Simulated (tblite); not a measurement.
Isomers of C4H8NS (doublet state). Computed values, GFN2-xTB/tblite, gas phase, harmonic and unscaled. Errors from tens to a few hundred cm⁻¹ against measured bands are possible. One conformer each. Open shells enter through the occupations alone, without spin polarisation, and single modes of such species can be off by tens of per cent.

Electronic energies: GFN2-xTB at the same geometries; isomer energies are rough at this level and their order can be wrong.

```json
{"SMILES": "C[CH]NC(C)=S", "electronic energy, lowest = 0 (kcal/mol)": "2.9"}
{"SMILES": "CC[N]C(C)=S", "electronic energy, lowest = 0 (kcal/mol)": "0.0"}
{"SMILES": "[CH2]CNC(C)=S", "electronic energy, lowest = 0 (kcal/mol)": "28.0"}
{"SMILES": "[CH2]C(=S)NCC", "electronic energy, lowest = 0 (kcal/mol)": "6.2"}
```

**Question.** How do GFN2-xTB zero-point energies change the relative energies?

**Answer.** 
```
       SMILES  ZPE (kcal/mol)  of it from modes above 1550 cm⁻¹  electronic (kcal/mol)  with ZPE, lowest = 0 (kcal/mol)  lowest mode (cm⁻¹)  rings
  CC[N]C(C)=S            70.6                              36.6                    0.0                              0.0                  66      0
 C[CH]NC(C)=S            70.4                              35.0                    2.9                              2.8                  80      0
[CH2]C(=S)NCC            70.7                              35.4                    6.2                              6.3                  51      0
[CH2]CNC(C)=S            68.8                              35.2                   28.0                             26.3                 14i      0
```

The zero-point energies span 1.9 kcal/mol, from `[CH2]CNC(C)=S` to `[CH2]C(=S)NCC`. Slightly imaginary modes are left out of the zero-point energy: `[CH2]CNC(C)=S` 14.3i cm⁻¹. The order is unchanged.

**Question.** What do entropy and thermal enthalpy add at 298.15 K and 1 bar (rigid rotor, harmonic oscillator, one conformer each)?

**Answer.** 
| SMILES | point group | symmetry number | S (cal/(mol K)) | H − H(0) (kcal/mol) | ZPE + H − H(0) − TS (kcal/mol) |
| --- | --- | --- | --- | --- | --- |
| CC[N]C(C)=S | C1 | 1 | 88.4 | 5.54 | 49.7 |
| C[CH]NC(C)=S | Cs | 1 | 88.5 | 5.59 | 49.6 |
| [CH2]C(=S)NCC | C1 | 1 | 87.4 | 5.38 | 50.0 |

S holds R ln(2S + 1) for the spin.

Not tabulated: `[CH2]CNC(C)=S` (lowest mode only 14i cm⁻¹).
